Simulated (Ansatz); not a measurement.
# bcc Fe

Method: PBEsol (Ansatz, an electronic-structure program, PAW).

Settings: plane-wave cutoff 500 eV, 26×26×26 k mesh, Fermi–Dirac smearing 0.1 eV, no spin polarisation, no spin polarisation, scalar-relativistic PAW data made under PBE.

Cell (relaxed at this level):

```yaml
crystal:
  lattice:
    - [2.72566, 0.00000, 0.00000]
    - [0.00000, 2.72566, 0.00000]
    - [0.00000, 0.00000, 2.72566]
  atoms:
    - { symbol: Fe, position: [0.00000, 0.00000, 0.00000] }
    - { symbol: Fe, position: [0.50000, 0.50000, 0.50000] }
```

| Item | Result |
|---|---|
| equilibrium volume per atom | 10.12 Å³/atom |
| lattice constant a | 2.726 Å |

Measured, for comparison: equilibrium volume per atom 11.61 Å³/atom, lattice constant a 2.853 Å (static lattice: zero-point anharmonic expansion removed; as tabulated in Mejia-Rodriguez and Trickey (2018), arXiv:1807.09216). Computed (rounded) less measured: equilibrium volume per atom -12.8 %, lattice constant a -4.5 %.

Static lattice: no zero-point or thermal effects.
